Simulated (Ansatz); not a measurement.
Reading a saddle point

A first-order saddle point of CH6SSi, singlet, PBE0-D4/def2-TZVP, with one imaginary mode of 445i cm⁻¹:

```tsv
atom	x (Å)	y (Å)	z (Å)
Si1	-0.8977	-0.4130	-0.0870
S2	1.4467	-1.4897	0.0132
H3	0.1706	-1.6655	-0.7553
H4	-1.0449	-0.5276	1.4105
C5	-0.2527	1.3499	-0.3267
H6	1.0387	-2.4135	0.8979
H7	0.4552	1.6600	0.4434
H8	-1.1190	2.0206	-0.2851
H9	0.2031	1.4788	-1.3109
```

Program: Ansatz 0.2.0. Basis: def2-TZVPP and def2-QZVPP. Cores are frozen in the correlated methods. Extrapolation: Hartree–Fock as exp(−7.88 √X), correlation as X^−2.97.

Task: Which contacts change along the imaginary mode, and what lies on either side? (Judge from chemistry; the calculation decides.)

Result: The calculation gives: The step is CH₆SSi ([CH3][SiH2][SH]) → CH₄Si ([CH3][SiH]) + H₂S (still joined by a long Si–S bond), with the molecules in contact on both sides. Shortening one way: S2–H3; lengthening the same way: Si1–S2, Si1–H3.
```csv
pair,one side (Å),saddle (Å),other side (Å)
S2–H3,3.00,1.50,1.35
Si1–S2,2.14,2.58,2.45
Si1–H3,1.49,1.78,3.05
```

Task: Which side is lower, and how far does the saddle lie above each? (An estimate is asked for; the value comes from the calculation.)

Result: Computed: The side with Si1–S2, Si1–H3 short is lower by 58.21 kcal/mol; the saddle lies 68.65 kcal/mol above it and 10.45 kcal/mol above the other (CCSD(T) at an estimated basis limit (MP2 extrapolated from triple and quadruple zeta, plus CCSD(T) − MP2 in triple zeta); electronic energies).

No T1 diagnostic of these runs exceeds 0.016. The restricted Hartree–Fock reference is unstable towards an unrestricted one at one or more of these structures.

Losses and insertions of silylenes and their heavier kin drive the gas-phase chemistry of silicon and germanium vapour deposition.

Labels in which every atom is bracketed show which atoms are joined, not bond orders.

For scale, one of the runs: CCSD(T)/def2-TZVPP, 199 basis functions, launched by `ansatz run in.yaml --threads 2 --pin off --events-out ev --progress --plain --max-ram 4352MiB`. The run took 48 s on 2 CPU threads (shared host), with 2.2 GiB of host memory at its peak.
